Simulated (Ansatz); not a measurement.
Geometry optimisation, Ansatz, RKS PBE-D4/6-31G*.

Input:

```yaml
crystal:
  periodic: [false, false, false]
  atoms:
    - { symbol: Al, position_ang: [0.0, 0.0, 0.0] }
    - { symbol: F, position_ang: [0.0, 0.0, 2.04] }
    - { symbol: H, position_ang: [1.351, 0.0, -0.78] }
    - { symbol: H, position_ang: [-1.351, 0.0, -0.78] }
    - { symbol: Cl, position_ang: [0.1058, -2.3986, 0.7978] }
    - { symbol: H, position_ang: [0.053, -1.2022, 1.9224] }
basis:
  gaussian: { orbitals: "6-31G*" }
hamiltonian:
  xc: pbe
  dispersion: d4
relax:
  f_tol: 0.15
  max_steps: 25
  restrain:
    - { distance: [0, 4], at: 2.23, k: 30.0 }
    - { distance: [5, 1], at: 0.92, k: 30.0 }
    - { distance: [0, 1], at: 2.89, k: 30.0 }
    - { distance: [5, 4], at: 2.57, k: 30.0 }
```

Command:

```bash
$ ansatz run input.yaml --threads 1 --pin off --max-ram 2048MiB --backend cpu --events-out ev --progress --plain --runs-dir out
```

Where does it end, and by what steps?

It converged. The restraints hold the end off the free minimum; the threshold counts their pulls, which the force column leaves out. Restrained pairs: Al1–Cl5 (2.53 → 2.21 Å), F2–H6 (1.21 → 0.94 Å), Al1–F2 (2.04 → 2.87 Å), Cl5–H6 (1.64 → 2.57 Å). After 6 steps the energy has fallen by 0.161 eV (the restraints' own energy left out); Al1 moved furthest, 0.67 Å.

| step | energy less start (eV) | largest force component (eV/Å) | accepted |
| --- | --- | --- | --- |
| 0 | 0.0000 | 1.857 | yes |
| 1 | 0.1272 | 2.338 | yes |
| 2 | 0.1083 | 2.412 | yes |
| 3 | -0.0839 | 1.800 | yes |
| 4 | -0.0993 | 1.008 | yes |
| 5 | -0.1430 | 1.438 | no |
| 6 | -0.1614 | 0.876 | yes |

```xyz
6
Properties=species:S:1:pos:R:3
Al 0.028 -0.492 -0.460
F 0.044 0.031 2.362
H 1.430 0.173 -0.794
H -1.414 0.108 -0.751
Cl 0.094 -2.516 0.424
H -0.022 -0.905 2.419
```

Time of the run: 14 s on 1 thread of Arm Neoverse V1, on a shared host, peak memory 0.12 GiB.
